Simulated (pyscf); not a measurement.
Four-centre exchange: `[F][WH2]([F])([F])[F]` + `[H][H]` → `[FH]` + `[F][WH3]([F])[F]`

Gas phase, singlet surface, charge 0. Bonds broken: F1–W2, H8–H9. Bonds formed: F1–H8, W2–H9. Single points on ωB97X-D3(BJ)/def2-SVP structures (PySCF, gas phase).

Transition state (Å):

```xyz
9

F      0.9139    -0.3504     0.4914
W     -1.0531    -0.0634    -0.2144
F     -0.4763    -1.4487    -1.3364
F     -2.8476    -0.4363    -0.5506
F     -1.4480    -0.1075     1.5982
H     -0.5543     1.4585     0.2522
H     -1.5247     1.1963    -1.1874
H      0.8430     0.2790    -0.5379
H      0.2593     0.6861    -1.2380
```

One imaginary mode, 1002i cm⁻¹; descent along it reached the two sides named, in the forms told below.

```json
[
 {"bond": "F1–W2", "change": "breaks", "reactant side (Å)": "1.861", "saddle": "2.109", "product side": "2.356"},
 {"bond": "H8–H9", "change": "breaks", "reactant side (Å)": "0.760", "saddle": "0.998", "product side": "2.567"},
 {"bond": "F1–H8", "change": "forms", "reactant side (Å)": "2.9", "saddle": "1.209", "product side": "0.940"},
 {"bond": "W2–H9", "change": "forms", "reactant side (Å)": "3.4", "saddle": "1.825", "product side": "1.670"}
]
```

Electronic energies relative to the separated reactants (kJ/mol):

```json
[
 {"level": "ωB97X-D3(BJ)/def2-TZVP", "barrier": "115.3", "reaction energy": "+126.4", "reverse barrier": "-11.1"},
 {"level": "PBE/def2-TZVP", "barrier": "100.4", "reaction energy": "+130.6", "reverse barrier": "-30.2"},
 {"level": "r²SCAN/def2-TZVP", "barrier": "106.4", "reaction energy": "+145.8", "reverse barrier": "-39.4"},
 {"level": "B3LYP-D3(BJ)/def2-TZVP", "barrier": "119.8", "reaction energy": "+131.5", "reverse barrier": "-11.8"},
 {"level": "PBE0-D3(BJ)/def2-TZVP", "barrier": "97.2", "reaction energy": "+114.2", "reverse barrier": "-16.9"},
 {"level": "M06-2X/def2-TZVP", "barrier": "115.6", "reaction energy": "+114.1", "reverse barrier": "1.5"},
 {"level": "ωB97M-D3(BJ)/def2-TZVP", "barrier": "111.3", "reaction energy": "+116.5", "reverse barrier": "-5.2"}
]
```

With ωB97M-D3(BJ)/def2-TZVP energies and thermal terms (ideal gas, 1 atm, RRHO with modes under 100 cm⁻¹ raised to 100, one conformer, R ln 2 for chiral ones without a mode under 150 cm⁻¹), in kJ/mol:

```
T (K)    ΔH‡    ΔG‡      ΔH      ΔG
-----  -----  -----  ------  ------
298    119.8  155.0  +129.0  +121.8
600    114.3  193.2  +125.5  +115.9
900    112.4  233.1  +123.0  +111.7
1200   112.4  273.4  +121.4  +108.2
```

On the product side the descent ends in an adduct with a F–W contact, 63.0 kJ/mol under the separated species and 51.9 kJ/mol under the saddle at ωB97X-D3(BJ)/def2-TZVP. At ωB97X-D3(BJ), PBE, r²SCAN, B3LYP-D3(BJ), PBE0-D3(BJ), ωB97M-D3(BJ) the saddle lies under the separated products, which points to a path from their complex (located at ωB97X-D3(BJ) alone), and parting the products costs more than the saddle. What is counted as broken (F–W) persists as a longer contact in the product adduct; parting that adduct is a step of its own. At the saddle there is also a short H–W contact that neither side keeps. This is the saddle that the search found; another between the same sides may lie lower. Elements past Kr carry the def2 core potentials, without spin-orbit coupling.
